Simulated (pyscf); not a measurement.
H₃C–C≡N (SMILES CC#N) + CH₃• (SMILES [CH3]) -> H₃C–C(CH₃)=N• (SMILES CC(C)=[N]), an addition (doublet surface; none broken, C–C formed). Optimised with ωB97X-D3(BJ)/def2-SVP in PySCF. Energies in kcal/mol from the separated reactants.

Small-basis levels: PySCF, no dispersion term, spherical d functions. Open shells are spin-unrestricted. 

Problem. In single points MP2/6-31G* puts the saddle at 23.0 kcal/mol and the reaction energy at -8.7 kcal/mol. Should these be trusted to within a few kcal/mol? Compare with ωB97M-D3(BJ)/def2-TZVP.

Solution. ωB97M-D3(BJ)/def2-TZVP gives ΔE‡ = 9.3 kcal/mol and ΔE = -20.1 kcal/mol. MP2/6-31G* lies 13.7 kcal/mol over it in the barrier and 11.4 kcal/mol over it in the reaction energy, so on this step it does not hold to within 3.0 kcal/mol. ωB97M-D3(BJ)/def2-TZVP has limits of its own. This is the saddle that the search found; another between the same sides may lie lower.
